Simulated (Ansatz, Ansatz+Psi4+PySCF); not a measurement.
```xyz
5

Si    0.0000    0.0000    0.0000
H     0.8561    0.8561    0.8561
H    -0.8561   -0.8561    0.8561
H    -0.8561    0.8561   -0.8561
H     0.8561   -0.8561   -0.8561
```

Basis set: cc-pVTZ on H; cc-pV(T+d)Z on Si (spherical functions). Left uncorrelated: 5 orbitals. Charge 0, multiplicity 1.

Computed with Ansatz (development build ahead of 0.2.0); each method stands on the lowest determinant of its kind that the runs found. Restricted open shells among the atoms or ions are ROHF, correlated in semicanonical orbitals with singles.

(1) Give the atomization energy at this shape (free ground-state atoms in the same class of orbitals less the molecule, no zero-point energy) of singlet SiH₄ by RHF-CCSD(T), RHF-MP2.

Answers

(1)

```csv
method,atomization energy
RHF-CCSD(T),1332.4 kJ/mol
RHF-MP2,1298.6 kJ/mol
```
